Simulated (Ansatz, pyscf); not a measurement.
:HSi–PH₂ [singlet] + water (H₂O) -> PH₃ + HO–SiH: [singlet], a four-centre exchange on the singlet surface: P–Si, H–O broken, H–P, O–Si formed. Structures and frequencies: ωB97X-D3(BJ)/def2-SVP in PySCF. Wave-function energies: Ansatz (a quantum-chemistry and plane-wave program), frozen core, RHF or UHF references. In kcal/mol, from the separated reactants.

Cost: rough CPU time of the saddle's run relative to CCSD(T)/cc-pV(D+d)Z, from one job on a shared machine, with the HF step and its search for lower states.

```json
[
 {"level": "B3LYP-D3(BJ)/def2-TZVP", "barrier": "-0.53", "reaction energy": "-20.31", "cost": "–"},
 {"level": "PBE/def2-TZVP", "barrier": "-4.57", "reaction energy": "-16.97", "cost": "–"},
 {"level": "CCSD(T)/cc-pV(D+d)Z", "barrier": "4.04", "reaction energy": "-20.19", "cost": "1"},
 {"level": "CCSDT(Q)/cc-pV(D+d)Z", "barrier": "…", "reaction energy": "…", "cost": "200"},
 {"level": "CCSD(T)/cc-pV(T+d)Z", "barrier": "2.94", "reaction energy": "-20.38", "cost": "11"},
 {"level": "CCSD(T)/cc-pV(Q+d)Z", "barrier": "…", "reaction energy": "-19.45", "cost": "–"}
]
```

Question: Fill in the missing entries.

Answer: 
- CCSDT(Q)/cc-pV(D+d)Z, barrier: 3.90
- CCSDT(Q)/cc-pV(D+d)Z, reaction energy: -20.00
- CCSD(T)/cc-pV(Q+d)Z, barrier: 2.81

In cc-pV(D+d)Z, going from CCSD(T) to CCSDT(Q) shifts the barrier by -0.14 and the reaction energy by +0.19 kcal/mol. With HF in the quadruple-zeta basis and the correlation energy extrapolated as X⁻³ from X = 3, 4, CCSD(T) gives 2.40 and -18.81; adding the double-zeta shift gives ΔE‡ = 2.26 and ΔE = -18.62 kcal/mol, without core correlation, relativity or geometry relaxation at these levels. On the reactant side the descent ends in an adduct with a O–Si contact, 16.81 kcal/mol under the separated species and 15.73 kcal/mol under the saddle at ωB97X-D3(BJ)/def2-TZVP. On the product side the descent ends in an adduct with a P–Si contact, 13.86 kcal/mol under the separated species and 30.53 kcal/mol under the saddle at ωB97X-D3(BJ)/def2-TZVP. At B3LYP-D3(BJ), PBE the saddle lies under the separated reactants, which points to a path from their complex (located at ωB97X-D3(BJ) alone). What is counted as formed (O–Si) is already present as a longer contact in the reactant adduct; forming that adduct is a step of its own. What is counted as broken (P–Si) persists as a longer contact in the product adduct; parting that adduct is a step of its own. At ωB97X-D3(BJ)/def2-TZVP the barrier from the zero used here is -1.08 kcal/mol. :HSi–PH₂ [singlet] lies 11.44 kcal/mol over its isomer H₂Si=PH (electronic energy, ωB97M-D3(BJ)/def2-TZVP). This is the saddle that the search found; another between the same sides may lie lower.
